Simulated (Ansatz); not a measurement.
Ansatz (a program for electronic structure) input (PBE/6-31G*):

Ansatz 0.2 input:
```yaml
crystal:
  periodic: [false, false, false]
  atoms:
    - {symbol: C, position_ang: [0.00197600, -0.00690500, 0.76306900]}
    - {symbol: C, position_ang: [-0.00197600, 0.00690500, -0.76306900]}
    - {symbol: H, position_ang: [0.00893200, 1.00657800, 1.16924400]}
    - {symbol: H, position_ang: [-0.88080600, -0.51392200, 1.15779000]}
    - {symbol: H, position_ang: [0.88088700, -0.52414700, 1.15313500]}
    - {symbol: H, position_ang: [-0.00893200, -1.00657800, -1.16924400]}
    - {symbol: H, position_ang: [-0.88088700, 0.52414700, -1.15313500]}
    - {symbol: H, position_ang: [0.88080600, 0.51392200, -1.15779000]}
basis:
  gaussian:
    orbitals: 6-31G*
hamiltonian:
  xc: {name: PBE}
relax: {f_tol: 0.003, max_steps: 120}
```

Output:

```
Functional definition: PBE
integrals: 0.01 GiB planned
531 factors; integrals over basis functions are off by at most 4.0e-4 eV
mean field: 0.07 GiB planned
mean field evaluation 1: about -2161.8490 eV, gradient 5.3e1 eV
mean field evaluation 2: about -2154.4928 eV, gradient 7.3e1 eV
mean field evaluation 4: about -2168.7076 eV, gradient 6.6e-1 eV
mean field evaluation 8: about -2168.6985 eV, gradient 5.5e-4 eV
mean field -2168.69847062 eV, -79.6981987988 hartree, gradient 6.3e-6 eV, S^2 0.000000; 0 other end points of the search recorded, 0 dependent functions left out
the calculation of the forces begins
reference -2168.69848645 eV, -79.6981993803 hartree; 9, 9 occupied and 33, 33 virtual orbitals, 531 factors
relax step   1: F+E_penalty+E_count = -2168.69847062 eV  Δ(F+E_penalty+E_count) = +0.000e0 eV  max|allowed force component| = 3.639e-1 eV/Å  Δτ_max = 0.0000 Å  (21 SCF iters, accepted)
these checks for a lower state are left out or cut short: starts, cluster_reference, orbital_swaps, neighbouring_geometries, increment
integrals: 0.01 GiB planned
531 factors; integrals over basis functions are off by at most 4.2e-4 eV
mean field: 0.07 GiB planned
mean field evaluation 16: about -2168.7119 eV, gradient 3.9e-2 eV
mean field -2168.71189043 eV, -79.6986919676 hartree, gradient 3.1e-5 eV, S^2 0.000000; 0 other end points of the search recorded, 0 dependent functions left out
the calculation of the forces begins
reference -2168.71190635 eV, -79.6986925526 hartree; 9, 9 occupied and 33, 33 virtual orbitals, 531 factors
relax step   2: F+E_penalty+E_count = -2168.71189043 eV  Δ(F+E_penalty+E_count) = -1.342e-2 eV  max|allowed force component| = 1.016e-1 eV/Å  Δτ_max = 0.0097 Å  (21 SCF iters, accepted)
these checks for a lower state are left out or cut short: starts, cluster_reference, orbital_swaps, neighbouring_geometries, increment
integrals: 0.01 GiB planned
531 factors; integrals over basis functions are off by at most 4.2e-4 eV
mean field: 0.07 GiB planned
mean field -2168.71306860 eV, -79.6987352647 hartree, gradient 6.9e-6 eV, S^2 0.000000; 0 other end points of the search recorded, 0 dependent functions left out
the calculation of the forces begins
reference -2168.71308456 eV, -79.6987358510 hartree; 9, 9 occupied and 33, 33 virtual orbitals, 531 factors
relax step   3: F+E_penalty+E_count = -2168.71306860 eV  Δ(F+E_penalty+E_count) = -1.178e-3 eV  max|allowed force component| = 1.342e-2 eV/Å  Δτ_max = 0.0038 Å  (18 SCF iters, accepted)
these checks for a lower state are left out or cut short: starts, cluster_reference, orbital_swaps, neighbouring_geometries, increment
integrals: 0.01 GiB planned
531 factors; integrals over basis functions are off by at most 4.2e-4 eV
mean field: 0.07 GiB planned
mean field -2168.71307149 eV, -79.6987353708 hartree, gradient 9.9e-6 eV, S^2 0.000000; 0 other end points of the search recorded, 0 dependent functions left out
the calculation of the forces begins
reference -2168.71308745 eV, -79.6987359572 hartree; 9, 9 occupied and 33, 33 virtual orbitals, 531 factors
relax step   4: F+E_penalty+E_count = -2168.71307149 eV  Δ(F+E_penalty+E_count) = -2.889e-6 eV  max|allowed force component| = 2.713e-4 eV/Å  Δτ_max = 0.0002 Å  (15 SCF iters, accepted)
integrals: 0.01 GiB planned
531 factors; integrals over basis functions are off by at most 4.2e-4 eV
mean field: 0.07 GiB planned
mean field evaluation 32: about -2168.7228 eV, gradient 3.9e-2 eV
mean field -2168.71307149 eV, -79.6987353708 hartree, gradient 9.9e-6 eV, S^2 0.000000; 1 other end points of the search recorded, 0 dependent functions left out
the calculation of the forces begins
reference -2168.71308745 eV, -79.6987359572 hartree; 9, 9 occupied and 33, 33 virtual orbitals, 531 factors
Total energy: -2168.71308745 eV, -79.6987359572 hartree
Atom 0 at     0.001983    -0.006926     0.765596 Å, force    -0.000001    -0.000001    -0.000260 eV/Å
Atom 1 at    -0.001983     0.006926    -0.765596 Å, force     0.000001     0.000000     0.000260 eV/Å
Atom 2 at     0.009015     1.016840     1.178159 Å, force    -0.000001    -0.000271     0.000042 eV/Å
Atom 3 at    -0.889768    -0.519120     1.166587 Å, force     0.000236     0.000134     0.000047 eV/Å
Atom 4 at     0.889834    -0.529449     1.161884 Å, force    -0.000234     0.000137     0.000048 eV/Å
Atom 5 at    -0.009015    -1.016840    -1.178159 Å, force     0.000001     0.000271    -0.000042 eV/Å
Atom 6 at    -0.889834     0.529449    -1.161884 Å, force     0.000234    -0.000137    -0.000048 eV/Å
Atom 7 at     0.889768     0.519120    -1.166587 Å, force    -0.000236    -0.000134    -0.000047 eV/Å
Dipole moment:    -0.000000    -0.000000     0.000000 e Å
```

The geometry given is a B3LYP-D3(BJ)/def2-TZVP minimum.
